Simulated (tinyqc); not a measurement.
Inside a calculation (part 2 of 2). Method: RHF in the sto-3g basis, for H2F+, spin multiplicity 1. Computed by tinyqc, a small Python program that keeps every step (integrals from PySCF). Command: `OMP_NUM_THREADS=1 python tinyqc.py 24674 24675 out.jsonl` (the two numbers bound the seeds that draw the settings). One thread of a shared host (Intel(R) Xeon(R) Processor @ 2.60GHz), about 0.09 s of CPU time with the checks.

Geometry (angstrom):
```
atom         x          y         z
F     0.000000   0.000000  0.000000
H     0.000000   0.884000  0.493000
H     0.000000  -0.884000  0.493000
```

## Populations, bond orders and dipole

D after iteration 13, lower triangle:
```
            1F 1s      1F 2s    1F 2px     1F 2py    1F 2pz      2H 1s     3H 1s
1F 1s    2.111339
1F 2s   -0.464719   1.976115
1F 2px   0.000000   0.000000  2.000000
1F 2py   0.000000   0.000000  0.000000   1.068273
1F 2pz   0.065287  -0.366014  0.000000   0.000000  1.636790
2H 1s   -0.028310   0.046735  0.000000   0.497672  0.361168   0.320201
3H 1s   -0.028310   0.046735  0.000000  -0.497672  0.361168  -0.143496  0.320201
```

overlap S, lower triangle:
```
           1F 1s     1F 2s    1F 2px     1F 2py    1F 2pz     2H 1s     3H 1s
1F 1s   1.000000
1F 2s   0.237990  1.000000
1F 2px  0.000000  0.000000  1.000000
1F 2py  0.000000  0.000000  0.000000   1.000000
1F 2pz  0.000000  0.000000  0.000000   0.000000  1.000000
2H 1s   0.039406  0.387602  0.000000   0.275273  0.153518  1.000000
3H 1s   0.039406  0.387602  0.000000  -0.275273  0.153518  0.172424  1.000000
```

Mulliken: Z minus the diagonal of D S on the atom; Loewdin: the same with S^(1/2) D S^(1/2); Mayer order: 2 sum_s sum (D(s) S)_ij (D(s) S)_ji over the two atoms.

Charges (e):
```
atom  Mulliken   Loewdin
1F    0.009799  0.159225
2H    0.495100  0.420388
3H    0.495100  0.420388
```

Mayer bond orders:
```
pair     order
2-1   0.731517
3-1   0.731517
3-2   0.023359
```

dipole moment about the origin, x y z (debye): 0.000000  0.000000  2.727464
